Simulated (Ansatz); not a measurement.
Mulliken charges of C2H2Cl2O, SMILES `Cl[C@H]1O[C@@H]1Cl` from r2SCAN/def2-TZVPP in Ansatz (PBE0-D4/def2-TZVP geometry).

```csv
atom,x (Å),y (Å),z (Å),charge (e)
Cl1,-1.856,-0.468,1.078,-0.111
C2,-0.418,0.317,0.480,0.147
O3,0.813,-0.233,0.857,-0.270
C4,0.440,-0.338,-0.488,0.147
Cl5,1.360,0.592,-1.643,-0.111
H6,-0.494,1.398,0.520,0.098
H7,0.217,-1.336,-0.850,0.098
```

Problem. By hand: the dipole of these point charges (1 e Å = 4.8032 D).

Solution. Σ q r = (-0.188, 0.052, -0.202) e Å, of length 0.281 e Å = 1.35 D.

Problem. How does the dipole of the full density compare? (An estimate is asked.)

Solution. The calculation gave: (-0.120, 0.033, -0.128) e Å, 0.86 D; the point charges give 1.57 times that, at 0° from its direction.

Point charges leave out the atoms' own dipoles, such as those of lone pairs, and Mulliken's split depends on the basis, so the two needn't agree.
